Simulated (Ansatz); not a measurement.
Reaction (isomerisation): `F[CH]CCF`• → `C[C](F)CF`•

Program: Ansatz. Geometries: PBE0-D4/def2-TZVP. ΔE: electronic, gas phase. CCSD(T)/CBS adds triple-zeta CCSD(T) − MP2 to the extrapolated MP2 energy (def2 sets, frozen cores). DFT in def2-TZVPP. No spin–orbit coupling; open shells (•) take unrestricted orbitals. Each species was taken in one conformer, which may not be the lowest.

```
     species  r2SCAN0-D4 energy (Eh)
 `F[CH]CCF`•              -316.88988
`C[C](F)CF`•              -316.89832
```

(1) Work out ΔE.

(2) What do rigid-rotor, harmonic-oscillator terms from PBE0-D4/def2-TZVP frequencies (298.15 K, 1 bar) make of the CCSD(T)/CBS value? (Best estimate.)

Largest T1 diagnostic among the species: 0.014.

Answers

(1) ΔE = (-316.89832) − (-316.88988) = -0.00844 Eh = -22.2 kJ/mol. CCSD(T)/CBS gives -18.3 kJ/mol.

(2) The calculation gave: ΔZPE = -1.5 kJ/mol, ΔH = -19.2 kJ/mol, ΔS = 3 J/(mol·K), ΔG = -20.2 kJ/mol. Open shells count their whole term as degenerate.

In def2-TZVPP, CCSD(T) changes the Hartree–Fock value by −4.7 kJ/mol (the triples alone add −0.8 kJ/mol) and MP2 by −3.5 kJ/mol. At CCSD(T), def2-SVP lies +3.2 kJ/mol from the extrapolated value and def2-TZVPP +0.9 kJ/mol. Leaving LDA and LC-ωPBE aside and taking each functional with its dispersion term where it has one, the values, not all of them listed here, spread over 8.1 kJ/mol, from PBE-D4 to PBE-QIDH.
